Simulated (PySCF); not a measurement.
Vertical excitation energies

C2H3N2P.
SMILES: `c1n[nH]cp1`

Method: TDDFT wB97X-D/def2-SVPD, vertical, gas phase, core orbitals frozen in the response in PySCF 2.14.0, density-fitted response routines. Isolated species at its GFN2-xTB geometry, gas phase.

Question: Predict the UV-vis stick spectrum at this level.

Answer: 

```
state  E (eV)  λ (nm)  ν̃ (cm⁻¹)       f  main configurations (H = HOMO, L = LUMO)
   S1    5.84   212.3      47110   0.111                                 H→L (87%)
   S2    5.85   212.1      47150   0.010                               H-1→L (94%)
   S3    6.20   200.1      49980   0.016                  H→L+1 (63%), H-2→L (30%)
   S4    6.41   193.4      51700  0.0001                             H-1→L+1 (86%)
   S5    6.61   187.6      53320  0.0013                               H→L+3 (77%)
   S6    6.92   179.1      55820   0.112   H-2→L (60%), H→L+1 (21%), H-1→L+3 (11%)
   S7    7.06   175.5      56980   0.030                               H→L+2 (83%)
   S8    7.34   169.0      59180  0.0074                               H-3→L (87%)
```

Triplets (Tamm–Dancoff): T1 3.94 eV, H→L (94%); T2 5.18 eV, H-2→L (59%), H-2→L+1 (34%); T3 5.28 eV, H-1→L (90%).

The lowest singlet lies at 5.84 eV (212 nm, ultraviolet) and is of moderate strength; its leading configuration is HOMO→LUMO (87%). The largest oscillator strength of a single state is 0.112. S1/S2 lie within about 0.01 eV of each other. Löwdin shares by element: HOMO phosphorus 40%, carbon 35%, nitrogen 12% or more; LUMO carbon 38%, phosphorus 35%, nitrogen 17% or more. Of the 8 states listed, 5 reach f = 0.01 and 1 stays under 0.0005. The listed states span 1.50 eV, and the widest gap between neighbours is 0.35 eV (S2 to S3). The oscillator strengths of these states sum to 0.289; summed over the whole spectrum of an exact calculation they would give the number of electrons, 44 (Thomas–Reiche–Kuhn). Only the lowest 8 singlets were computed, as vertical energies without vibronic structure.
